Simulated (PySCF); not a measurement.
SMILES P, H$_{3}$P

Geometry:
| atom | x (Å) | y (Å) | z (Å) |
| --- | --- | --- | --- |
| P1 | -0.004 | 0.005 | 0.505 |
| H2 | -0.581 | 1.047 | -0.284 |
| H3 | 1.198 | -0.015 | -0.268 |
| H4 | -0.612 | -1.025 | -0.276 |

Computed, not measured: GIAO B3LYP/aug-pcSseg-1 magnetisability, rotational g tensor and spin-rotation constants, non-relativistic, gas phase (PySCF 2.14.0). Geometry: PBE0-D3(BJ)/def2-SVP.

What are the magnetisability and the molar susceptibility?

Isotropic -464 × 10⁻³⁰ J/T², or -28.0 × 10⁻⁶ cm³/mol; principal values -480, -480, -433 × 10⁻³⁰ J/T², anisotropy 47 × 10⁻³⁰ J/T² (root of half the summed squared differences of the principal values). The susceptibility is in cgs units.

Split it along the inertial axes a, b, c into diamagnetic and paramagnetic parts about the centre of mass, with the quadrupole moment.


| axis | χ (10⁻⁶ cm³/mol) | diamagnetic (10⁻⁶ cm³/mol) | paramagnetic (10⁻⁶ cm³/mol) | summed x² of all electrons (Å²) | quadrupole Θ (D Å) |
| --- | --- | --- | --- | --- | --- |
| a | -28.9 | -44.2 | 15.3 | 5.3 | +1.08 |
| b | -28.9 | -44.2 | 15.3 | 5.3 | +1.08 |
| c | -26.1 | -44.6 | 18.5 | 5.2 | -2.15 |

Anisotropies 2χaa − χbb − χcc = -2.8 and 2χbb − χaa − χcc = -2.8 × 10⁻⁶ cm³/mol. Θ is traceless in Buckingham's convention.

And the rotational g tensor?


| axis | rotational constant (GHz) | g | nuclear part | electronic part |
| --- | --- | --- | --- | --- |
| a | 131.4432 | +0.0376 | 0.9796 | -0.9420 |
| b | 131.4387 | +0.0376 | 0.9795 | -0.9419 |
| c | 116.7818 | -0.0180 | 0.9995 | -1.0175 |

Oblate top; isotopes 1H, 31P; no vibrational averaging.
